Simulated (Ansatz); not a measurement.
Ansatz (a first-principles code) input (B3LYP/6-31G*):

Ansatz 0.2 input:
```yaml
crystal:
  periodic: [false, false, false]
  atoms:
    - {symbol: C, position_ang: [-0.30533261, -1.70728978, 0.02202826]}
    - {symbol: C, position_ang: [0.49586612, -0.60667486, -0.00020802]}
    - {symbol: C, position_ang: [-0.03560035, 0.72219420, -0.00712747]}
    - {symbol: H, position_ang: [0.36628103, -2.59455723, 0.02243663]}
    - {symbol: H, position_ang: [1.59772456, -0.59297275, -0.01500254]}
    - {symbol: N, position_ang: [-0.41337207, 1.81973609, -0.01365582]}
basis:
  gaussian:
    orbitals: 6-31G*
hamiltonian:
  xc: {name: B3LYP}
total_charge: -1
relax: {f_tol: 0.003, max_steps: 120}
```

Q: What final total energy does it give?

A: -170.18440 Eh.
